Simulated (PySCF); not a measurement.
**Stretching N2**

Set-up: N def2-SVP; no relativity (PySCF 2.14). Energies in eV from N + N in their ground configurations at the same level. State: ¹Σg⁺ (singlet), closed shell.

Curves on a restricted Hartree–Fock reference rise too fast on stretching and do not dissociate correctly.

```csv
R (Å),PW91,RHF
0.945,-7.460,-2.702
0.989,-9.048,-4.062
1.033,-9.984,-4.750
1.066,-10.357,-4.924
1.099,-10.510,-4.868
1.132,-10.488,-4.627
1.176,-10.249,-4.086
1.231,-9.711,-3.151
1.297,-8.845,-1.790
1.385,-7.509,0.225
```

Q: Put a parabola through the three lowest points of the PW91 curve and estimate Re, k and ωe (reduced mass 7.002 u; 1 eV/Å² = 0.16022 mdyn/Å; ωe = 1302.8·√(k/μ) cm⁻¹).

A: Through R = 1.066, 1.099, 1.132 Å the second-order coefficient is 80.3 eV/Å², so Re ≈ 1.111 Å, k ≈ 25.7 mdyn/Å and ωe ≈ 2498 cm⁻¹. A polynomial fit of higher order to the unrounded PW91 energies gives Re = 1.111 Å, k = 23.7 mdyn/Å, ωe = 2396 cm⁻¹; anharmonicity and rounding make the difference.

The higher-order fit for each curve: PW91: Re = 1.111 Å, ωe = 2396 cm⁻¹, De = 10.52 eV; RHF: Re = 1.074 Å, ωe = 2792 cm⁻¹, De = 4.93 eV.

Where the molecule has an RHF reference, its open-shell atoms are computed with UHF.
